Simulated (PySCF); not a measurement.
# Löwdin shares of the frontier orbitals

Species: cyanoethynyl anion, C₃N (charge -1).
Geometry (GFN2-xTB, Å), atoms numbered from 1 in this order:
```xyz
4
C3N angstrom
C      1.8921   -0.0054   -0.4558
C      0.6516   -0.0019   -0.3028
C     -0.6856    0.0034   -0.1389
N     -1.8479    0.0087    0.0030
```

The calculation used TDDFT wB97X-D/def2-SVPD, vertical, gas phase, core orbitals frozen in the response (PySCF).

Frontier orbitals with the atoms that hold most of them (Löwdin shares over 4%, at most four atoms):

```tsv
orbital	ε (eV)	atoms
HOMO-3	-7.79	C3 40%, N4 37%, C2 17%, C1 6%
HOMO-2	-4.39	C1 82%, C2 17%
HOMO-1	-4.03	C2 38%, C1 31%, N4 18%, C3 13%
HOMO	-4.03	C2 38%, C1 31%, N4 18%, C3 13%
LUMO	6.31	C1 32%, N4 27%, C3 20%, C2 20%
LUMO+1	6.31	C1 32%, N4 27%, C3 20%, C2 20%
LUMO+2	6.80	C3 55%, C2 27%, C1 12%, N4 7%
```

Within 0.005 eV of a neighbour in this list lie HOMO-1/HOMO and LUMO/LUMO+1 (point group found: C∞v).

(1) The HOMO–LUMO gap is 10.34 eV. Where does the response calculation put the lowest singlet, and from which orbitals?

Answers

(1) S1 is at 4.69 eV (f = 0.0000), 5.65 eV below the gap, made of HOMO-1/HOMO→LUMO/LUMO+1 (99%). Without the coupling terms of the response equations the lowest excitation would equal the gap.

Next come S2 at 4.93 eV (f 0.0000), HOMO-1/HOMO→LUMO/LUMO+1 (99%); S3 at 4.93 eV (f 0.0000), HOMO-1/HOMO→LUMO/LUMO+1 (99%); S4 at 5.97 eV (f 0.032), HOMO-2→LUMO/LUMO+1 (98%); S5 at 5.97 eV (f 0.032), HOMO-2→LUMO/LUMO+1 (98%).

Orbitals of the list HOMO-3 to LUMO+2 that lie within 0.01 eV of each other are written together with a slash and their weights summed (≥ marks a lower bound); for degenerate orbitals outside that list single weights are arbitrary.

Löwdin shares depend on the basis, the more so with diffuse functions.
